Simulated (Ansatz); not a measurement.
The same path of AlH₅OSi (8 atoms, charge 0, multiplicity 1) was run twice with different band settings. Lost on the way: Al1–H2. Made: H2–O3.

Level of theory: Ansatz 0.2.0, RKS PBE/def2-SVP.

Relaxed end points:

```xyz
8
Properties=species:S:1:pos:R:3
Al 0.123 0.161 0.436
H 0.013 0.740 1.917
O 1.522 -0.743 0.032
Si 2.902 -1.605 -0.318
H 2.544 -2.923 -0.951
H 3.766 -0.827 -1.275
H 3.692 -1.878 0.935
H -0.975 0.374 -0.700
```

```xyz
8
Properties=species:S:1:pos:R:3
Al -0.339 0.280 -0.187
H 1.459 -0.266 1.847
O 1.185 -0.328 0.910
Si 2.253 -1.216 -0.245
H 1.840 -2.592 -0.697
H 3.092 -0.422 -1.212
H 3.260 -1.531 0.873
H 0.835 -0.628 -1.213
```

Common settings: movable images 7; climbing image yes; spring 5.0 eV/Å²; optimiser quadratic models (default); force threshold 0.05 eV/Å; iteration limit 60; end points relaxed.

| run | start path |
| --- | --- |
| 1 | through a guess of the saddle point |
| 2 | straight line |

Task: What does each run give, and how far can it be trusted?

Result: Run 1: converged after 24 iterations, highest image 2.837 eV above the first end. Neighbouring images differ by up to 1.9 eV, so the band resolves the path poorly. A vibrational analysis at the climbing image gives one clearly imaginary mode, 1289i cm⁻¹: a first-order saddle point.
Run 2: converged after 33 iterations, highest image 2.838 eV above the first end. Neighbouring images differ by up to 1.4 eV, so the band resolves the path poorly. Another band between the same ends (7 images) ends at a top of the same energy, where a vibrational analysis finds 1 clearly imaginary mode.
The orbitals stay closed-shell, which can raise the energy where a bond breaks towards radicals; this wasn't checked here.
